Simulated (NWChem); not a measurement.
# C4H5 (SMILES C[C]1C=C1): levels of theory compared

Wanted: a comparison of 4 runs (UHF/STO-3G, UHF/3-21G, UB3LYP/6-31G*) of C4H5. 

The calculation is run with NWChem 7.3.0.

## Step 1: The system as given

The species is C4H5 (9 atoms), meant as a doublet with charge 0. As SMILES, `C[C]1C=C1`. The shape is that of a GFN2-xTB optimisation.

Bond lengths: C1–C2 1.490 Å, C2–C3 1.470 Å, C2–C4 1.470 Å, C3–C4 1.323 Å, C1–H5 1.089 Å, C1–H6 1.089 Å, C1–H7 1.097 Å, C3–H8 1.064 Å, C4–H9 1.064 Å. Some angles: C1–C2–C3 130.4°, C1–C2–C4 130.5°, C3–C2–C4 53.5°, C2–C3–C4 63.2°, C2–C4–C3 63.3°, C2–C1–H5 110.1°, C2–C1–H6 110.1°, C2–C1–H7 111.8°, C2–C3–H8 149.0°, C4–C3–H8 147.7°.

## Step 2: Energy and forces at UHF/STO-3G (run 1)

Input file c4h5.xyz:

```xyz
9
C4H5 hf
C      0.388380     1.129750    -0.526590
C     -0.478280    -0.060290    -0.297450
C     -0.122960    -1.453780     0.007370
C     -0.787770    -0.790680     0.939680
H      0.715340     1.160600    -1.564840
H     -0.164370     2.043020    -0.311480
H      1.280670     1.112500     0.111460
H      0.368680    -2.353000    -0.278620
H     -1.199690    -0.788120     1.920480
```

Input file c4h5.nw:

```
start c4h5
title "C4H5 hf"
memory total 2200 mb

geometry units angstroms noautosym nocenter noautoz
   load format xyz c4h5.xyz
end

basis spherical bse
   * library STO-3G
end

scf
   doublet
   uhf
   thresh 1e-08
   maxiter 80
end

task scf gradient
```

The run is started by

```bash
$ nwchem c4h5.nw > c4h5.out
```

Standard output:

```text
[...]
  functions       =    25
[...]
  wavefunction    = UHF
[...]
         Total SCF energy =   -152.347406070516
      One electron energy =   -406.604196230618
      Two electron energy =    152.766480676961
 Nuclear repulsion energy =    101.490309483142
                       Sz =      0.5000
                 Sz(Sz+1) =      0.7500
                      S^2 =      0.9514
[...]
                         UHF ENERGY GRADIENTS
    atom               coordinates                        gradient
                 x          y          z           x          y          z
   1 C       0.733932   2.134918  -0.995111   -0.015844  -0.021247  -0.000287
   2 C      -0.903818  -0.113932  -0.562099    0.022152   0.012030  -0.015800
   3 C      -0.232361  -2.747246   0.013927    0.002995   0.011382  -0.013231
   4 C      -1.488669  -1.494169   1.775738   -0.014068  -0.007109   0.034183
   5 H       1.351797   2.193216  -2.957119   -0.000026  -0.001688  -0.001745
   6 H      -0.310614   3.860748  -0.588612   -0.002633  -0.000235   0.001301
   7 H       2.420115   2.102320   0.210629    0.005340  -0.000421   0.004427
   8 H       0.696704  -4.446525  -0.526515   -0.003892   0.008142   0.003574
   9 H      -2.267085  -1.489331   3.629181    0.005975  -0.000855  -0.012422
[...]
```

Run time: 4.2 s. Hardware: 1 thread of Intel Xeon 6975P-C (Granite Rapids), shared host; peak memory 0.099 GiB.

## Step 3: Energy and gradient at UHF/3-21G (run 2)

Input file run.nw:

```
START run
TITLE "C4H5"
memory stack 880 mb heap 220 mb global 1100 mb

GEOMETRY units atomic noautosym nocenter noautoz
C   0.73393183  2.13491809 -0.99511088
C  -0.90381821 -0.11393159 -0.56209904
C  -0.23236072 -2.74724605  0.01392728
C  -1.48866955 -1.49416865  1.77573784
H   1.35179669  2.19321614 -2.95711903
H  -0.31061428  3.86074827 -0.58861189
H   2.42011556  2.10232031  0.21062887
H   0.69670423 -4.44652557 -0.52651549
H  -2.26708553 -1.48933095  3.62918123
END

BASIS spherical bse
C library 3-21G
H library 3-21G
END

SCF
doublet
uhf
thresh 1e-08
maxiter 80
print low
END

TASK scf gradient
```

The run is started by

```bash
$ nwchem run.nw > run.out
```

Standard output:

```text
[...]
  functions       =    46
[...]
  wavefunction    = UHF
[...]
         Total SCF energy =   -153.352244617750
      One electron energy =   -406.240363532365
      Two electron energy =    151.397816772888
 Nuclear repulsion energy =    101.490302141727
                       Sz =      0.5000
                 Sz(Sz+1) =      0.7500
                      S^2 =      0.8021
[...]
                         UHF ENERGY GRADIENTS
    atom               coordinates                        gradient
                 x          y          z           x          y          z
   1 C       0.733932   2.134918  -0.995111   -0.005985  -0.008054  -0.000210
   2 C      -0.903818  -0.113932  -0.562099    0.009308  -0.006212   0.000345
   3 C      -0.232361  -2.747246   0.013927    0.003419   0.007247  -0.019649
   4 C      -1.488670  -1.494169   1.775738   -0.012417   0.008918   0.015137
   5 H       1.351797   2.193216  -2.957119    0.000868  -0.001432  -0.003394
   6 H      -0.310614   3.860748  -0.588612   -0.002874   0.001726   0.001681
   7 H       2.420116   2.102320   0.210629    0.004644   0.000695   0.003071
   8 H       0.696704  -4.446526  -0.526515    0.003249  -0.002949  -0.000236
   9 H      -2.267086  -1.489331   3.629181   -0.000211   0.000061   0.003253
 Task  times  cpu:        4.8s     wall:        4.8s
[...]
```

It took 5.4 s on 1 thread of Intel Xeon 6975P-C (Granite Rapids), shared host; peak memory 0.097 GiB.

Run 3 isn't shown in full; the table further down has it.

## Step 4: Energy and forces at UB3LYP/6-31G(d) (Cartesian functions) (run 4)

Input file m1.nw:

```
start m1
memory total 2200 mb
geometry noautosym nocenter noautoz
  C        0.388380       1.129750      -0.526590
  C       -0.478280      -0.060290      -0.297450
  C       -0.122960      -1.453780       0.007370
  C       -0.787770      -0.790680       0.939680
  H        0.715340       1.160600      -1.564840
  H       -0.164370       2.043020      -0.311480
  H        1.280670       1.112500       0.111460
  H        0.368680      -2.353000      -0.278620
  H       -1.199690      -0.788120       1.920480
end
basis
  * library 6-31G*
end
dft
  xc b3lyp
  mult 2
  grid xfine
  convergence energy 1e-08
  iterations 100
  mulliken
end
task dft gradient
```

The run is started by

```bash
$ nwchem m1.nw > m1.out
```

Standard output:

```text
[...]
          Wavefunction type:  spin polarized.
          No. of atoms     :     9
          No. of electrons :    29
[...]
          Charge           :     0
          Spin multiplicity:     2
[...]
          AO basis - number of functions:    70
[...]
              XC Information
              --------------
                         B3LYP Method XC Potential
                     Hartree-Fock (Exact) Exchange  0.200
                        Slater Exchange Functional  0.800 local
                    Becke 1988 Exchange Functional  0.720 non-local
              Lee-Yang-Parr Correlation Functional  0.810
                  VWN I RPA Correlation Functional  0.190 local
[...]
 d= 0,ls=0.0,diis     1   -155.2193460170 -2.57D+02  5.78D-03  1.09D-01     3.4
[...]
 d= 0,ls=0.0,diis    11   -155.2708124243 -4.05D-09  3.24D-07  3.72D-10    38.2
[...]
         Total DFT energy =     -155.270812424336
      One electron energy =     -408.245665009034
           Coulomb energy =      174.990479379763
    Exchange-Corr. energy =      -23.505936278207
 Nuclear repulsion energy =      101.490309483142
[...]
      Total Density - Mulliken Population Analysis
     ---------------------------------------------
    Atom       Charge   Shell Charges
 -----------   ------   -------------------------------------------------------
    1 C    6     6.48   1.99  0.68  2.14  0.63  1.01  0.03
    2 C    6     5.99   1.99  0.70  1.97  0.59  0.72  0.01
    3 C    6     6.13   1.99  0.71  2.05  0.57  0.79  0.02
    4 C    6     6.13   1.99  0.71  2.05  0.57  0.79  0.02
    5 H    1     0.85   0.53  0.32
    6 H    1     0.85   0.53  0.32
    7 H    1     0.86   0.52  0.34
    8 H    1     0.85   0.53  0.33
    9 H    1     0.85   0.53  0.33
[...]
      <S2> =      0.7526 (Exact =     0.7500)
[...]
  wavefunction    = open shell
[...]
```

Run time: 44 s. Hardware: 1 thread of Intel Xeon 6975P-C (Granite Rapids), shared host; peak memory 0.14 GiB.

## Step 5: The series

```csv
run,level,iteration cap,module,energy (Eh),⟨S²⟩,largest force (eV/Å),wall time
1,UHF/STO-3G,80,scf,-152.347406,0.951,1.936,4.2 s
2,UHF/3-21G,80,scf,-153.352245,0.802,1.106,5.4 s
3,UB3LYP/6-31G* (spherical functions),100,dft,-155.267755,0.753,1.114,40 s
4,UB3LYP/6-31G* (Cartesian functions),100,dft,-155.270812,0.753,1.119,44 s
```

## Step 6: What came out

| quantity | value |
| --- | --- |
| run 4: total energy | -155.27081 Eh |
| run 4: dipole moment | 1.16 D |
| run 4: HOMO energy (highest over α and β) | -3.98 eV |
| run 4: LUMO energy (lowest over α and β) | -0.20 eV |
| run 4: ⟨S²⟩ | 0.753 |
| run 4: largest force on an atom | 1.119 eV/Å |

In words: In run 1 the basis is minimal, so the values are rough. Spin contamination of the reference: run 1 ⟨S²⟩ = 0.95. All runs together took 93 s, the longest 44 s.
